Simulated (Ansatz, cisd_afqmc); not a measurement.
System: P$_{2}$, charge 0, singlet. P2 (phosphanylidynephosphane, SMILES P#P).
B3LYP-D3(BJ)/def2-TZVP minimum from Ansatz (a quantum-chemistry and plane-wave program):
```xyz
2

P      0.0000     0.0000    -0.9447
P      0.0000     0.0000     0.9447
```

Total energies in cc-pV(Q+d)Z, 10 correlated electrons, 10 frozen orbitals. UHF or UKS for unpaired electrons; spin-orbit terms are left out. Correlated methods leave the cores frozen. No relativity. AFQMC is phaseless with a CISD trial state; ± is one standard error, without the phaseless bias. Outlying blocks are dropped, and bars are widened where a walk drifts. Over all cases where full CI ran beside it in this data, AFQMC minus full CI had a median of +0.1 mEh and passed +0.4 mEh in a tenth of the cases. The restricted determinant of P2 (P#P, singlet) is unstable towards broken spin symmetry in at least one set run.

| method | program | energy (Eh) | minus CCSDT(Q) (mEh) |
|---|---|---|---|
| HF | Ansatz | -681.49904 | 338.16 |
| MP2 | Ansatz | -681.79795 | 39.25 |
| CCSD | Ansatz | -681.81058 | 26.62 |
| CCSD(T) | Ansatz | -681.83427 | 2.92 |
| CCSDT(Q) | Ansatz | -681.83720 | 0.00 |
| AFQMC/CISD | cisd_afqmc | -681.8357 ± 0.0009 | 1.5 ± 0.9 |

Rough core times of Ansatz's runs on a shared machine: CCSD(T) under 20 s, CCSDT(Q) 7 min.
